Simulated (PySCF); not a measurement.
**Structure revision by computed shifts**

A compound C4H4F2 gives the data below (simulated from a calculation) and was assigned the structure `C=C1CC1(F)F`.

$^{13}$C{$^{1}$H} NMR (computed): δ 152.2 (CH, t, J = 15.8 Hz), 145.3 (CH, t, J = 24.7 Hz), 124.4 (C, t, J = 339.1 Hz), 49.6 (CH2, t, J = 23.1 Hz).

$^{1}$H NMR (400 MHz, computed): δ 6.95 (tdt, J = 12.5, 3.7, 1.6 Hz, 1H), 6.36 (dt, J = 3.7, 1.3 Hz, 1H), 3.15 (ddt, J = 3.5, 2.3, 1.5 Hz, 2H).

PySCF 2.14.0 with density-fitted response routines calculation with spin–spin couplings from B3LYP/pcJ-1 (spin–dipole term only in couplings to heteroatoms), σ from GIAO-PBE0/pcSseg-1 and geometry from GFN2-xTB; no relativistic terms, in vacuum, single conformer, rapidly exchanging positions averaged.

References, each an isolated molecule treated in the same way: $^{1}$H (σref 31.72) and $^{13}$C (σref 186.93) vs TMS.

(1) Compare with the shifts computed for the proposed structure, pairing carbons in order of shift.

(2) Which isomer fits?

## Answers

(1) Mapped SMILES: `[CH2:1]=[C:2]1[CH2:3][C:4]1([F:5])[F:6]`. Each H is labelled by its parent atom.

```csv
atom,computed for proposal,given list,difference
C2,139.2,152.2,-13.0
C1,119.7,145.3,-25.6
C4,113.6,124.4,-10.8
C3,20.8,49.6,-28.8
```

The rms difference is 21.0 ppm and the largest -28.8 ppm at C3 (three-membered-ring carbon). The carbon types in order of shift don't match either: C, CH2, C, CH2 for the proposal against CH, CH, C, CH2 in the data. The proposal doesn't fit.

(2) `FC1(F)C=CC1`.

Carbon types of the structure: 1 × C, 2 × CH, 1 × CH2, which accounts for all hydrogens. δC 152.2, 145.3: alkene CH; the olefinic region. δC 124.4: allylic fully substituted sp3 carbon bonded to 2 F; 2 electronegative neighbours deshield it. δC 49.6: allylic sp3 CH2; saturated and bonded to C and H only. δH 6.95, 6.36: hydrogen on an alkene CH; olefinic region. The protons at 6.36 and 6.95 share a coupling of 3.7 Hz (vicinal, cis across C=C).

Other isomers checked: CC1=CC1(F)F (rms 22.7 ppm); FC1=CC[C@H]1F (rms 23.6 ppm).

The data come from this structure; uniqueness wasn't tested.

Common functionals overestimate the size of one-bond C–F couplings by tens of Hz; these are unscaled. Multiplet labels drop couplings under 1 Hz and merge nearly equal ones. Unscaled 3J(H,H) at this level run about 10 % above measured values. Shifts are as computed. Against solution values, carbons near 30 ppm lie about +3 ppm off and those near 130 ppm about +5 ppm. Of 1211 compounds with measured shifts, 218 miss one by over three times the rms of a fit or turn the order of signals round; such compounds aren't used in these exercises.
